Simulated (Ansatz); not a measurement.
# Structure relaxation of Sn₃Pt

Level of theory: Ansatz 0.2.0, DFT PBE, scalar-relativistic, plane waves, PAW. Cutoff 420 eV, Γ-centred k mesh, Gaussian smearing, no spin polarisation in the final step.

Sn₃Pt was placed on the Cu3Au (L1_2) structure type (Pm-3m, No. 221), with Pt in place of Au, Sn in place of Cu, at a guessed volume.

```
Sn Pt
1.0
     4.48599    0.00000    0.00000
     0.00000    4.48599    0.00000
     0.00000    0.00000    4.48599
Sn Pt
3 1
Direct
  0.00000 0.50000 0.50000
  0.50000 0.00000 0.50000
  0.50000 0.50000 0.00000
  0.00000 0.00000 0.00000
```

Cell and atoms relax at zero pressure; the relaxation can't lower the symmetry of the start.

Formation energies are uncorrected and refer to the elements' standard structures at the same level.

Question: What does it relax into?

Answer: It keeps Pm-3m (No. 221). The result has the Cu3Au (L1_2) structure. Conventional cell: a = 4.536 Å. Sn has 4 Pt at 3.21 Å and 8 Sn at 3.21 Å; Pt is coordinated by 12 Sn at 3.21 Å.

Space group Pm-3m (No. 221). a = 4.536 Å, b = 4.536 Å, c = 4.536 Å, α = 90.00°, β = 90.00°, γ = 90.00°
```tsv
atom	site	symmetry	x	y	z
Sn	3c	4/mm.m	0.0000	0.5000	0.5000
Pt	1a	m-3m	0.0000	0.0000	0.0000
```

Question: What are its volume, energy, density and gap?

Answer: The volume per atom is 23.33 Å³ and the density is 9.81 g/cm³. The energy over the elements is 0.04 eV/atom. The gap on the 10×10×10 mesh is 0 eV (a metal).

The final run used a 10×10×10 mesh on its 4-atom cell and 0.10 eV smearing. For metals, differences of a few meV/atom aren't resolved. Spin–orbit coupling is left out. A structure relaxed within its symmetry needn't be a true minimum.

Cost: 2 runs of about 1.1 core-minutes in all, on Intel Xeon Platinum 8259CL (Skylake/Cascade Lake) (shared hosts).